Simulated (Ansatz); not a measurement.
## Relaxing Mg2I

Theory: DFT PBE, scalar-relativistic, plane waves, PAW in Ansatz. Cutoff 420 eV, Γ-centred k mesh, Gaussian smearing, no spin polarisation in the final step.

This is the end of a relaxation of cell and atoms.

```xyz
3
Lattice="1.9819 1.1443 6.5277 -1.9819 1.1443 6.5277 0.0000 -2.2885 6.5277" Properties=species:S:1:pos:R:3 pbc="T T T"
Mg    0.0000    0.0000   15.2946
Mg    0.0000    0.0000    4.2884
I     0.0000    0.0000    0.0000
```

The zero of energy is the elements' standard structures at the same level; no fitted shifts are applied.

**Question.** What space group does it have?

**Answer.** R-3m (No. 166). Conventional cell: a = 3.964 Å, c = 19.583 Å. Around Mg lie 3 Mg at 3.07 Å and 3 I at 3.20 Å; I has 6 Mg at 3.20 Å.

**Question.** How far does it lie from the elements in energy?

**Answer.** -0.21 eV/atom.

**Question.** Is it a metal?

**Answer.** Yes, bands cross the Fermi level on the 12×12×12 mesh.

The final run used a 12×12×12 mesh on its 3-atom cell and 0.10 eV smearing. The k mesh leaves about 4 meV/atom of noise in metals. Spin–orbit coupling is left out. The cell came from a trial start, so Mg2I may not exist in this structure.

Cost: 3 runs of about 1.9 core-minutes in all, on Arm Neoverse V2 (shared hosts).